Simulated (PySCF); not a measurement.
Gas-phase reaction: B(OH)3 + 3 BF + 3 H2O → 3 BF(OH)2 + BH3

Energies from PySCF, thermal terms from the rigid-rotor harmonic-oscillator model, ideal gas at 1 bar. † marks an energy on the PBE0/def2-TZVP geometry and frequencies; other levels use their own. MP2 and CCSD(T) freeze the core. 6-31G* has spherical d functions here. All species are closed-shell singlets. B3LYP is the form with VWN-RPA correlation. BF(OH)2: computed as isolated molecules; such fragments, hydroxides, amides, oligomers or adducts are transient or little studied in the gas. MP2 isn't extrapolated to the basis-set limit. CCSD(T) isn't extrapolated to the basis-set limit.

| level | ΔH°(298 K), kJ |
|---|---|
| B3LYP/def2-TZVP† | -1044 |
| CCSD(T)/def2-TZVPP† | … |
| HF/6-31G* | -1112 |
| HF/def2-TZVP† | … |
| MP2/def2-SVP† | -1132 |
| PBE0/def2-QZVP† | -1056 |
| PBE0/def2-SVP† | -1174 |
| LDA/def2-TZVP† | … |
| ωB97M-V/def2-TZVP† | … |

Question: Fill in the missing entries.

Answer: 
- CCSD(T)/def2-TZVPP†, ΔH°(298 K), kJ: -985
- HF/def2-TZVP†, ΔH°(298 K), kJ: -1017
- LDA/def2-TZVP†, ΔH°(298 K), kJ: -1179
- ωB97M-V/def2-TZVP†, ΔH°(298 K), kJ: -1026
